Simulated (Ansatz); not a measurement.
`C=C(C)C(C)C` at its PBE0-D4/def2-TZVP geometry, where that method's forces vanish. Charge 0, multiplicity 1.

| atom | x (Å) | y (Å) | z (Å) |
| --- | --- | --- | --- |
| C1 | -0.542 | -1.215 | -1.698 |
| C2 | 0.023 | -0.679 | -0.621 |
| C3 | 1.231 | -1.295 | 0.014 |
| C4 | -0.537 | 0.577 | 0.003 |
| C5 | 0.463 | 1.729 | -0.036 |
| C6 | -1.024 | 0.336 | 1.430 |
| H7 | -1.418 | -0.768 | -2.158 |
| H8 | -0.150 | -2.117 | -2.156 |
| H9 | 1.038 | -1.573 | 1.054 |
| H10 | 2.075 | -0.598 | 0.026 |
| H11 | 1.541 | -2.192 | -0.523 |
| H12 | -1.404 | 0.867 | -0.601 |
| H13 | 0.001 | 2.648 | 0.333 |
| H14 | 0.818 | 1.912 | -1.053 |
| H15 | 1.333 | 1.525 | 0.594 |
| H16 | -1.742 | -0.486 | 1.470 |
| H17 | -0.195 | 0.095 | 2.100 |
| H18 | -1.511 | 1.233 | 1.823 |

Question: For each bond, give half the difference of the two atoms' forces along it (eV/Å; positive pushes the atoms apart) under PBE-D4, r2SCAN-D4, B3LYP-D4, ωB97M-V in def2-TZVPP. (Estimate.)

Answer: Ansatz gave: 
```json
{"bond": "C1–C2", "length (Å)": "1.329", "PBE-D4": "0.37", "r2SCAN-D4": "0.17", "B3LYP-D4": "0.01", "ωB97M-V": "-0.11"}
{"bond": "C1–H7", "length (Å)": "1.085", "PBE-D4": "0.01", "r2SCAN-D4": "-0.07", "B3LYP-D4": "-0.08", "ωB97M-V": "-0.04"}
{"bond": "C1–H8", "length (Å)": "1.085", "PBE-D4": "0.01", "r2SCAN-D4": "-0.08", "B3LYP-D4": "-0.08", "ωB97M-V": "-0.05"}
{"bond": "C2–C3", "length (Å)": "1.497", "PBE-D4": "-0.11", "r2SCAN-D4": "0.02", "B3LYP-D4": "0.14", "ωB97M-V": "0.22"}
{"bond": "C2–C4", "length (Å)": "1.510", "PBE-D4": "-0.09", "r2SCAN-D4": "-0.01", "B3LYP-D4": "0.04", "ωB97M-V": "0.09"}
{"bond": "C3–H9", "length (Å)": "1.094", "PBE-D4": "0.11", "r2SCAN-D4": "-0.02", "B3LYP-D4": "-0.07", "ωB97M-V": "-0.10"}
{"bond": "C3–H10", "length (Å)": "1.094", "PBE-D4": "0.12", "r2SCAN-D4": "-0.02", "B3LYP-D4": "-0.07", "ωB97M-V": "-0.10"}
{"bond": "C4–C5", "length (Å)": "1.527", "PBE-D4": "0.02", "r2SCAN-D4": "0.11", "B3LYP-D4": "0.16", "ωB97M-V": "0.11"}
{"bond": "C4–C6", "length (Å)": "1.527", "PBE-D4": "0.02", "r2SCAN-D4": "0.11", "B3LYP-D4": "0.16", "ωB97M-V": "0.11"}
{"bond": "C5–H13", "length (Å)": "1.093", "PBE-D4": "0.10", "r2SCAN-D4": "-0.04", "B3LYP-D4": "-0.07", "ωB97M-V": "-0.07"}
{"bond": "C5–H14", "length (Å)": "1.092", "PBE-D4": "0.09", "r2SCAN-D4": "-0.03", "B3LYP-D4": "-0.07", "ωB97M-V": "-0.07"}
{"bond": "C5–H15", "length (Å)": "1.093", "PBE-D4": "0.11", "r2SCAN-D4": "-0.04", "B3LYP-D4": "-0.07", "ωB97M-V": "-0.07"}
{"bond": "C6–H17", "length (Å)": "1.093", "PBE-D4": "0.11", "r2SCAN-D4": "-0.04", "B3LYP-D4": "-0.07", "ωB97M-V": "-0.07"}
{"bond": "C6–H18", "length (Å)": "1.093", "PBE-D4": "0.10", "r2SCAN-D4": "-0.04", "B3LYP-D4": "-0.08", "ωB97M-V": "-0.07"}
```

B3LYP here is the variant with VWN-RPA as its local correlation; programs differ in this.
